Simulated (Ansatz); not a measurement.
**Worked example: correlation energy of AlMgH₂ (H-bridged), quartet**

Geometry: a point of a breathe scan, not a stationary point.

```yaml
atoms:
  - { symbol: Al, position_ang: [0.0000, 0.1360, 2.9559] }
  - { symbol: Mg, position_ang: [0.0000, -0.0034, -3.5621] }
  - { symbol: H, position_ang: [0.0000, -0.7922, 6.6797] }
  - { symbol: H, position_ang: [0.0000, -2.7667, 0.0897] }
```

Basis 6-31G; Ansatz 0.2.0. Correlated methods freeze the noble-gas cores, which leaves 7 electrons in 20 orbitals. R marks a restricted (for open shells ROHF) determinant, U an unrestricted one. The metal's outer-core shells are frozen, which leaves out core–valence correlation.

Full CI is exact within this basis and frozen core; it isn't the basis-set limit. The frozen core follows each run's orbitals, which can shift R against U totals by a few meV.

Runs differ by some tens of microhartree through their thresholds and, for an open shell, their frozen cores, so the step to full CI, which has another core, is uncertain by up to 0.1 kcal/mol.

```csv
level,total energy (hartree)
UHF,-442.446196
UMP2,-442.481447
UCCSD,-442.507980
UCCSD(T),-442.508097
UCCSDT,-442.508154
UCCSDT(Q),-442.508160
full CI,-442.508159
```

**Question.** What is the correlation energy at full CI, and what share of it do UMP2 and UCCSD recover?

**Answer.** E(corr) = -442.508159 − (-442.446196) = -0.061963 hartree = -1.686 eV. UMP2: -0.035251 / -0.061963 = 56.89 %. UCCSD: -0.061784 / -0.061963 = 99.71 %.

**Question.** By how many kcal/mol does UCCSD(T) miss full CI (1 hartree = 627.509 kcal/mol), and which steps make up the rest?

**Answer.** -442.508097 − (-442.508159) = 0.000062 hartree = 0.04 kcal/mol. Steps: UCCSDT − UCCSD(T) = -0.04, UCCSDT(Q) − UCCSDT = 0.00, full CI − UCCSDT(Q) = 0.00 kcal/mol. That is within 1 kcal/mol of the reference in this basis, which itself misses far more of the correlation at the basis-set limit.
